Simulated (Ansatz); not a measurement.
Cost and result for the atomization energy of C₄H₈N₂ (`C#CC(C)(N)N`) (14 atoms, 13 bonds).

| atom | x (Å) | y (Å) | z (Å) |
| --- | --- | --- | --- |
| C1 | -1.137 | 2.212 | 0.250 |
| C2 | -0.558 | 1.181 | 0.043 |
| C3 | 0.111 | -0.113 | -0.200 |
| C4 | 0.161 | -0.896 | 1.115 |
| N5 | -0.583 | -0.929 | -1.185 |
| N6 | 1.419 | 0.164 | -0.774 |
| H7 | -1.647 | 3.130 | 0.423 |
| H8 | -0.843 | -1.090 | 1.500 |
| H9 | 0.712 | -0.333 | 1.870 |
| H10 | 0.659 | -1.851 | 0.936 |
| H11 | -1.528 | -1.124 | -0.879 |
| H12 | -0.636 | -0.412 | -2.056 |
| H13 | 1.952 | 0.774 | -0.168 |
| H14 | 1.920 | -0.712 | -0.875 |

The species carries charge 0 and has multiplicity 1. All single points use the PBE0-D4/def2-TZVP geometry. It is one conformer, not always the lowest. Program: Ansatz. All runs use 4 threads of an Intel Xeon Platinum 8488C on a shared host. Times are those of one run each, without the atoms' runs, and a repeat can differ threefold. Electronic energies, without spin–orbit coupling; frozen cores. CCSD(T)/CBS adds CCSD(T) − MP2 in def2-TZVPP to the MP2 limit, and its time is that of the two runs behind it. T1 = 0.011. B3LYP takes the VWN-RPA correlation (the form of Gaussian; ORCA's B3LYP/G).

CCSD(T)/CBS is a level of theory with its own doubt, some kJ/mol a heavy atom from the limit and from the frozen cores, so smaller differences don't rank the functionals.

| level | functions | wall time | atomization (kJ/mol) | difference from CCSD(T)/CBS | per bond |
| --- | --- | --- | --- | --- | --- |
| LDA (SPW92)/def2-TZVPP | 298 | 1.6 s | 6472.3 | 884.4 | 68.0 |
| PBE-D4/def2-TZVPP (with forces) | 298 | 3 s | 5764.7 | 176.8 | 13.6 |
| PBE0-D4/def2-TZVPP | 298 | 3.3 s | 5633.6 | 45.7 | 3.5 |
| BHLYP-D4/def2-TZVPP | 298 | 3.9 s | 5408.4 | -179.5 | -13.8 |
| r2SCANh-D4/def2-TZVPP | 298 | 4.6 s | 5541.8 | -46.1 | -3.5 |
| B3LYP-D4/def2-TZVPP (with forces) | 298 | 6 s | 5608.6 | 20.7 | 1.6 |
| B2PLYP/def2-TZVPP | 298 | 7.5 s | 5545.7 | -42.2 | -3.2 |
| PBE-QIDH/def2-TZVPP | 298 | 8 s | 5561.6 | -26.3 | -2.0 |
| CCSD(T)/def2-SVP | 124 | 10 s | 5300.2 | -287.7 | -22.1 |
| ωB97M-V/def2-TZVPP (with forces) | 298 | 12 s | 5616.1 | 28.2 | 2.2 |
| MP2/def2-QZVPP | 582 | 35 s | 5630.2 | 42.3 | 3.3 |
| CCSD(T)/def2-TZVPP | 298 | 8.5 min | 5430.8 | -157.1 | -12.1 |
| CCSD(T)/CBS(def2) | – | 9.1 min | 5587.9 | 0.0 | 0.0 |

Leaving LDA and LC-ωPBE aside and taking each functional with its dispersion term where it has one, the values spread over 356.4 kJ/mol, from BHLYP-D4 to PBE-D4. LDA lies +735.9 kJ/mol from PBE without D4, its usual overbinding. The D4 term adds +45.1 kJ/mol with B3LYP and +23.9 kJ/mol with PBE0; it sums over pairs of atoms, weighted by their polarisabilities, and B3LYP, whose exchange is more repulsive, gets the larger term. From BLYP to BHLYP (50 % exact exchange), in def2-TZVPP and without D4, the atomization energy moves by −182.4 kJ/mol: exact exchange takes away binding that semilocal exchange gives to molecules.
